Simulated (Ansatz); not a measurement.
The first iterations of a band of AlFH$_{2}$O (5 atoms, charge 0, multiplicity 1).

Theory: RKS r2SCANh/cc-pVDZ (Ansatz).

* movable images: 4
* climbing image: no
* spring: 5.0 eV/Å²
* optimiser: quadratic models (default)
* start path: through a guess of the saddle point
* force threshold: 0.03 eV/Å
* iteration limit: 60
* end points: relaxed

Initial state:

```xyz
5
Properties=species:S:1:pos:R:3
Al 0.502 -0.005 0.066
O 0.730 -0.174 1.756
H 0.004 -0.250 2.382
H 1.740 0.118 -0.885
F -1.062 0.029 -0.567
```

Final state:

```xyz
5
Properties=species:S:1:pos:R:3
Al -0.124 0.663 -0.789
O 1.065 0.113 1.001
H 0.375 -0.463 1.376
H 1.881 -0.406 0.969
F -1.283 -0.188 0.196
```

| iteration | highest image above the first end (eV) | largest band force component (eV/Å) |
| --- | --- | --- |
| 1 | 5.025 | 17.246 |
| 2 | 3.249 | 7.780 |
| 3 | 2.431 | 2.809 |
| 4 | 2.386 | 1.206 |
| 5 | 2.298 | 0.490 |

Does the band converge within its limit, and where does its top end?

The run converged. It ended after 16 iterations with the highest image 1.702 eV above the first end. Neighbouring images differ by up to 1.6 eV, so the band resolves the path poorly. No image climbed, so the highest image needn't sit at the top of the path. A band with more images between the same ends climbed to 2.84 eV, so this one has probably stepped over the top. The orbitals stay closed-shell, which can raise the energy where a bond breaks towards radicals; this wasn't checked here.

Run time: 2.8 min on 1 thread of Arm Neoverse V1 (shared host), peak memory 0.12 GiB.
